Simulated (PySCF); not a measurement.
(H2Al-mu-H)2.
Z-matrix (Å and degrees, PBE0-D3(BJ)/def2-SVP geometry), rows numbered from 1:
```
Al
H   1  1.5814
H   1  1.5816  2  128.38
H   1  1.7454  2  108.96  3  -135.18
Al  4  1.7443  1   96.62  2  -108.12
H   5  1.5815  4  108.93  1   107.99
H   5  1.5814  4  108.95  1  -107.61
H   5  1.7436  4   83.37  1     0.18
```

The closed-shell ground state was solved at several levels (PySCF, density fitting, gas phase, non-relativistic). The dipole stays under 0.02 D at every level.

| level | basis functions | total energy (Eh) | HOMO (eV) | LUMO (eV) | gap (eV) |
| --- | --- | --- | --- | --- | --- |
| PBE/pcSseg-1 (pcSseg-2 on Al) | 116 | -488.1683 | -7.35 | -1.91 | 5.44 |
| B3LYP/pcSseg-1 (pcSseg-2 on Al) | 116 | -488.5235 | -8.43 | -1.31 | 7.12 |
| PBE0/def2-SVPD | 96 | -488.0506 | -8.60 | -1.14 | 7.46 |

Problem. Estimate the row for PBE0/pcSseg-1 (pcSseg-2 on Al), a basis of 116 functions; the other rows only guide the guess.

Solution. Total energy -488.2230 Eh, HOMO -8.62 eV, LUMO -1.16 eV, gap 7.46 eV.

Problem. In the pcSseg-1 (pcSseg-2 on Al) basis, how does the gap go with the fixed share of exact exchange?

Solution. PBE (0 %) 5.44 eV; B3LYP (20 %) 7.12 eV; PBE0 (25 %) 7.46 eV. Each rise in the share widens the gap here.
